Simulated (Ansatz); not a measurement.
(1) Predict a relaxed structure of the cluster NaLi2, charge 0, doublet, at PBE/def2-TZVP (Ansatz).

Answers

(1) 
```xyz
3

Li   -0.8476    1.2707   -0.0728
Li    1.6089    0.3320   -0.9363
Na   -0.7613   -1.6027    1.0091
```
Point group Cs (tolerance 0.1 Å). This is one stationary point.

The structure comes from a short search, and lower isomers may exist.
